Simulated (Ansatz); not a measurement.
Zinc-blende HgS (metastable phase), treated with BLYP (plane waves, PAW; Ansatz, a first-principles code).

Run with plane-wave cutoff 520 eV, 10×10×10 k mesh, Fermi–Dirac smearing 0.01 eV, scalar-relativistic PAW data made under PBE.

Energies at three volumes about the minimum:

```csv
V (Å³/atom),E − E_lowest (meV/atom)
28.333,1.54
28.911,0.00
29.490,1.42
```

Question: Fit a parabola by hand: where is the minimum, what lattice constant follows, and what is the bulk modulus?

Answer: Slopes: (0.00 − 1.54)/(28.911 − 28.333) = -2.664 and (1.42 − 0.00)/(29.490 − 28.911) = 2.453 meV/Å³. Curvature E″ = 2 × (2.453 − (-2.664))/(29.490 − 28.333) = 8.845 meV/Å⁶. From the middle of the first interval, the slope vanishes at V0 = 28.6220 − (-2.664)/8.845 = 28.923 Å³/atom. B = V0 E″ = 28.923 × 8.845 meV/Å³ × 0.1602 GPa per meV/Å³ = 41.0 GPa. With 8 atoms in the cube, a = (8 × 28.923)^(1/3) = 6.139 Å. The full Birch–Murnaghan fit to all volumes gives V0 = 28.912 Å³/atom and B0 = 40.9 GPa.

Measured, for comparison: lattice constant a 5.841 Å (295 K, no zero-point or thermal correction; as tabulated in Cardona et al. (2009), arXiv:0908.2634).

Note: the cell is over a tenth larger than the published one: the level's own overestimate first of all, though another phase or state, or a fault of the published cell, is possible.
